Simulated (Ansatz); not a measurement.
# H2Si: relaxing the atoms, harmonic vibrations and batch in weak fields

Aim: for H2Si, 3 runs in a chain (relaxing the atoms, harmonic vibrations and batch in weak fields).

Computed with Ansatz 0.2.0 (CCSD(T) on Hartree-Fock, Gaussian basis cc-pV(T+d)Z, unless a step's input says otherwise).

### Step 1. The system as given

Bond lengths: Si1–H2 1.506 Å, Si1–H3 1.506 Å. Angles: H2–Si1–H3 91.6°.

Structure file:

```xyz
3

Si    0.0000    0.0000    0.0000
H     1.0800    0.0000    1.0500
H    -1.0800    0.0000    1.0500
```

### Step 2. Relaxing the atoms: H2Si

input.yaml reads:

```yaml
relax:
  f_tol: 0.001
  max_steps: 200
crystal:
  periodic: [false, false, false]
  atoms:
    - { symbol: Si, position_ang: [0.0, 0.0, 0.0] }
    - { symbol: H, position_ang: [1.08, 0.0, 1.05] }
    - { symbol: H, position_ang: [-1.08, 0.0, 1.05] }
basis:
  gaussian: { orbitals: "cc-pV(T+d)Z.json" }
hamiltonian:
  xc: hf
correlation:
  method: ccsd_t
```

Started as:

```bash
$ ansatz run input.yaml --threads 8 --pin off --max-ram 20480MiB --backend cpu --events-out ev --progress --plain --runs-dir out
```

Standard output, shortened:

```text
Warning: RAYON_NUM_THREADS=8 ignored (pool sized by the plan → 8); use --threads N
[...]
Functional definition: HF
[...]
448 factors; integrals over basis functions are off by at most 3.3e-4 eV
[...]
mean field -7892.16736071 eV, -290.0318010030 hartree, gradient 2.8e-6 eV, S^2 0.000000; 0 other end points of the search recorded, 0 dependent functions left out; unrestricted orbitals would lower it
[...]
5 core orbitals not correlated: weight in the atoms' cores, before any rotation towards them, 1.000 or more for the frozen orbitals, at most 0.000 for the correlated occupied ones
reference -7892.16736071 eV, -290.0318010030 hartree; 3, 3 occupied and 59, 59 virtual orbitals, 448 factors
second order -2.97377833 eV of doubles, -0.00000000 eV of singles
cycle   1  -3.47781915 eV  change   -5.0e-1 eV  update   6.3e-2
[...]
perturbative correction -0.10027215 eV, -0.0036849334 hartree
[...]
relax step   1: F+E_penalty+E_count = -7895.98738593 eV  Δ(F+E_penalty+E_count) = +0.000e0 eV  max|allowed force component| = 2.156e-1 eV/Å  Δτ_max = 0.0000 Å  (40 SCF iters, accepted)
[...]
relax step   3: F+E_penalty+E_count = -7895.99031919 eV  Δ(F+E_penalty+E_count) = -6.129e-4 eV  max|allowed force component| = 1.635e-2 eV/Å  Δτ_max = 0.0063 Å  (28 SCF iters, accepted)
[...]
relax step   4: F+E_penalty+E_count = -7895.99032701 eV  Δ(F+E_penalty+E_count) = -7.826e-6 eV  max|allowed force component| = 8.169e-5 eV/Å  Δτ_max = 0.0007 Å  (22 SCF iters, accepted)
448 factors; integrals over basis functions are off by at most 3.3e-4 eV
mean field -7892.16848680 eV, -290.0318423858 hartree, gradient 5.6e-6 eV, S^2 0.000000; 1 other end points of the search recorded, 0 dependent functions left out; unrestricted orbitals would lower it
[...]
5 core orbitals not correlated: weight in the atoms' cores, before any rotation towards them, 1.000 or more for the frozen orbitals, at most 0.000 for the correlated occupied ones
reference -7892.16848680 eV, -290.0318423858 hartree; 3, 3 occupied and 59, 59 virtual orbitals, 448 factors
second order -2.97247279 eV of doubles, -0.00000000 eV of singles
[...]
cycle  10  -3.72114410 eV  change   -6.3e-6 eV  update   2.7e-6
[...]
perturbative correction -0.10069612 eV, -0.0037005140 hartree
[...]
Total energy: -7895.99032701 eV, -290.1722924233 hartree
Atom 0 at     0.000000     0.000000    -0.000913 Å, force    -0.000000     0.000000    -0.000082 eV/Å
Atom 1 at     1.096018    -0.000000     1.050456 Å, force     0.000076    -0.000000     0.000041 eV/Å
Atom 2 at    -1.096018    -0.000000     1.050456 Å, force    -0.000076    -0.000000     0.000041 eV/Å
Dipole moment:     0.000000     0.000000     0.029804 e Å
```

Run time: 1.7 s. Hardware: 8 threads of Intel Xeon 6975P-C (Granite Rapids), shared host; peak memory 0.24 GiB.

Step by step:

```
step  E - E(step 1) (eV)  largest force component (eV/Å)
   1              0.0000                          0.2156
   2             -0.0023                          0.1238
   3             -0.0029                          0.0163
   4             -0.0029                          0.0001
```

Step 1 is the start.

Before: Bond lengths: Si1–H2 1.506 Å, Si1–H3 1.506 Å. Angles: H2–Si1–H3 91.6°.

After: Bond lengths: Si1–H2 1.519 Å, Si1–H3 1.519 Å. Angles: H2–Si1–H3 92.4°.

### Step 3. Harmonic vibrations

It takes the final geometry of step 2.

input.yaml reads:

```yaml
crystal:
  periodic: [false, false, false]
  atoms:
    - { symbol: Si, position_ang: [0.0, 0.0, -0.0009129] }
    - { symbol: H, position_ang: [1.09601783, 0.0, 1.05045645] }
    - { symbol: H, position_ang: [-1.09601783, 0.0, 1.05045645] }
basis:
  gaussian: { orbitals: "cc-pV(T+d)Z.json" }
hamiltonian:
  xc: hf
correlation:
  method: ccsd_t
phonons: {}
```

Started as:

```bash
$ ansatz run input.yaml --threads 8 --pin off --max-ram 20480MiB --backend cpu --events-out ev --progress --plain --runs-dir out
```

Standard output, shortened:

```text
Warning: RAYON_NUM_THREADS=8 ignored (pool sized by the plan → 8); use --threads N
[...]
Functional definition: HF
[...]
446 factors; integrals over basis functions are off by at most 3.6e-4 eV
[...]
mean field -7892.16848670 eV, -290.0318423821 hartree, gradient 2.8e-6 eV, S^2 0.000000; 0 other end points of the search recorded, 0 dependent functions left out; unrestricted orbitals would lower it
[...]
5 core orbitals not correlated: weight in the atoms' cores, before any rotation towards them, 1.000 or more for the frozen orbitals, at most 0.000 for the correlated occupied ones
reference -7892.16848670 eV, -290.0318423821 hartree; 3, 3 occupied and 59, 59 virtual orbitals, 446 factors
second order -2.97247280 eV of doubles, -0.00000000 eV of singles
cycle   1  -3.47750728 eV  change   -5.1e-1 eV  update   6.3e-2
[...]
perturbative correction -0.10069612 eV, -0.0037005141 hartree
[...]
5 core orbitals not correlated: weight in the atoms' cores, before any rotation towards them, 1.000 or more for the frozen orbitals, at most 0.000 for the correlated occupied ones
reference -7892.16871645 eV, -290.0318508256 hartree; 3, 3 occupied and 59, 59 virtual orbitals, 446 factors
second order -2.97235354 eV of doubles, -0.00000000 eV of singles
[...]
cycle  10  -3.72093671 eV  change   -6.5e-6 eV  update   2.7e-6
[...]
perturbative correction -0.10066149 eV, -0.0036992414 hartree
[...]
Total energy: -7895.99032713 eV, -290.1722924277 hartree
Atom 0 at     0.000000     0.000000    -0.000913 Å, force     0.000000     0.000000    -0.000083 eV/Å
Atom 1 at     1.096018     0.000000     1.050456 Å, force     0.000077    -0.000000     0.000041 eV/Å
Atom 2 at    -1.096018     0.000000     1.050456 Å, force    -0.000077    -0.000000     0.000041 eV/Å
Dipole moment:     0.000000    -0.000000     0.029804 e Å
Vibrations: 1025.16 2060.23 2062.90 cm⁻¹, zero-point energy 0.319153 eV
```

It took 2.3 s on 8 threads of Intel Xeon 6975P-C (Granite Rapids), shared host; peak memory 0.24 GiB.

Harmonic frequencies from the force constants, with rigid motions projected out (i: imaginary):

| mode | cm⁻¹ |
| --- | --- |
| 1 | 1025 |
| 2 | 2061 |
| 3 | 2063 |

### Step 4. Batch in weak fields

It takes final geometries of earlier steps.

input.yaml reads:

```yaml
hamiltonian:
  xc: hf
correlation:
  method: ccsd_t
batch:
  members: [f0p.yaml, f0m.yaml, f1p.yaml, f1m.yaml, f2p.yaml, f2m.yaml]
output:
  forces: true
scf:
  lower_state_search: "off"
# f0m.yaml, one of 6 members:
crystal:
  periodic: [false, false, false]
  atoms:
    - { symbol: Si, position_ang: [0.0, 0.0, -0.0009129] }
    - { symbol: H, position_ang: [1.09601783, 0.0, 1.05045645] }
    - { symbol: H, position_ang: [-1.09601783, 0.0, 1.05045645] }
basis:
  gaussian:
    orbitals: "cc-pV(T+d)Z.json"
    point_charges:
      - { charge: 2.500062, position_ang: [60.0, 0.0, 0.7] }
      - { charge: -2.500062, position_ang: [-60.0, 0.0, 0.7] }
```

Standard output, shortened:

```text
Warning: RAYON_NUM_THREADS=8 ignored (pool sized by the plan → 8); use --threads N
[...]
Functional definition: HF
[...]
Member 0: Total energy: -7895.99038875 eV, -290.1722946922 hartree
Member 0: Atom 0 at     0.000000     0.000000    -0.000913 Å, force     0.010062    -0.000000    -0.000112 eV/Å
Member 0: Atom 1 at     1.096018     0.000000     1.050456 Å, force    -0.004922     0.000000    -0.005037 eV/Å
Member 0: Atom 2 at    -1.096018     0.000000     1.050456 Å, force    -0.005143     0.000000     0.005148 eV/Å
Member 0: Dipole moment:     0.007029    -0.000000     0.029805 e Å
Member 0: Checks for a lower state left out: starts, cluster_reference, orbital_swaps, neighbouring_geometries, increment
Member 2: Total energy: -7895.99037154 eV, -290.1722940596 hartree
Member 2: Atom 0 at     0.000000     0.000000    -0.000913 Å, force     0.000000    -0.000550    -0.000078 eV/Å
[...]
Member 5: Atom 0 at     0.000000     0.000000    -0.000913 Å, force     0.000000     0.000000    -0.014042 eV/Å
Member 5: Atom 1 at     1.096018     0.000000     1.050456 Å, force     0.001926    -0.000000     0.007028 eV/Å
Member 5: Atom 2 at    -1.096018     0.000000     1.050456 Å, force    -0.001926    -0.000000     0.007028 eV/Å
Member 5: Dipole moment:    -0.000000    -0.000000     0.023193 e Å
Member 5: Checks for a lower state left out: starts, cluster_reference, orbital_swaps, neighbouring_geometries, increment
Member 1: Total energy: -7895.99038849 eV, -290.1722946825 hartree
Member 1: Atom 0 at     0.000000     0.000000    -0.000913 Å, force    -0.010062    -0.000000    -0.000112 eV/Å
Member 1: Atom 1 at     1.096018     0.000000     1.050456 Å, force     0.005143     0.000000     0.005148 eV/Å
Member 1: Atom 2 at    -1.096018     0.000000     1.050456 Å, force     0.004921     0.000000    -0.005036 eV/Å
Member 1: Dipole moment:    -0.007029     0.000000     0.029805 e Å
Member 1: Checks for a lower state left out: starts, cluster_reference, orbital_swaps, neighbouring_geometries, increment
```

It took 1.2 s on 8 threads of Intel Xeon 6975P-C (Granite Rapids), shared host; peak memory 0.64 GiB.

### Step 5. Summary of results

```
step  energy above the lowest (eV)  charge  2S+1 typed  ⟨S²⟩  dipole (D)   time
   2                         0.000       0           1  0.00        0.14  1.7 s
   3                         0.000       0           1  0.00        0.14  2.3 s
```

```
                     quantity              value
harmonic frequencies (step 3)  1025 to 2063 cm⁻¹
   zero-point energy (step 3)           0.319 eV
 mean polarisability (step 4)            4.54 Å³
```

What this shows: In step 3 all modes are real: a minimum.
